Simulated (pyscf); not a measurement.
PySCF, gas phase, ωB97X-D3(BJ)/def2-SVP geometries. MP2 and CC: frozen core, UHF for open shells. ΔMP2 is the change of the MP2 total energy from the triple- to the quadruple-zeta basis.

Task: Estimate by transition-state theory the rate constant of SH• + H₂O → HO–SH + H• (doublet surface; H–O broken, O–S formed) at 900 K, with CCSD(T)/def2-TZVPP + ΔMP2(QZVPP) energies (ideal gas, 1 atm, RRHO with modes under 100 cm⁻¹ raised to 100, one conformer, R ln 2 for rigid chiral ones; no tunnelling).

Result: The electronic barrier is 63.4 kcal/mol and the thermal terms add +19.2, so ΔG‡ = 82.6 kcal/mol. With k_BT/h = 1.88e+13 s⁻¹ and RT = 1.788 kcal/mol, and a volume of 1.23e-19 cm³ per molecule at 1 atm, k = 2.0e-26 cm³ molecule⁻¹ s⁻¹. Wigner's tunnelling factor for 1429i cm⁻¹ would be 1.22. A shift of 1 kcal/mol in the barrier changes k by a factor 1.7. One saddle was located; it need not be the lowest between these sides. The angle at the attacked O is 154°. The CCSD(T) − MP2 part came from Ansatz, without density fitting, on the same reference. Left out: orbital degeneracy and the spin-orbit lowering of SH.
